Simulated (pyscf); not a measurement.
Structures and frequencies: ωB97X-D3(BJ)/def2-SVP in PySCF.

Question: Estimate the classical barrier height and the reaction energy of H₂As–GaH–AsH₂ + AsH₃ → H₂As–Ga(AsH₂)–AsH₂ + hydrogen (H₂) at ωB97M-D3(BJ)/def2-TZVP. The step runs on the singlet surface, breaks Ga–H, As–H and forms As–Ga, H–H; take the separated reactants as zero.

Answer: ΔE‡ = 0.92 eV, ΔE = -0.43 eV. Zero-point energy shifts the barrier by +0.01 eV. It is a four-centre exchange, with an imaginary mode of 1212i cm⁻¹. On the reactant side the descent ends in a complex, 0.25 eV under the separated species and 0.93 eV under the saddle at ωB97X-D3(BJ)/def2-TZVP. At the saddle there is also a short Ga–H contact that neither side keeps. At ωB97X-D3(BJ)/def2-TZVP the barrier from the zero used here is 0.68 eV. This is the saddle that the search found; another between the same sides may lie lower. Elements up to Kr have no core potential and no relativistic terms here.
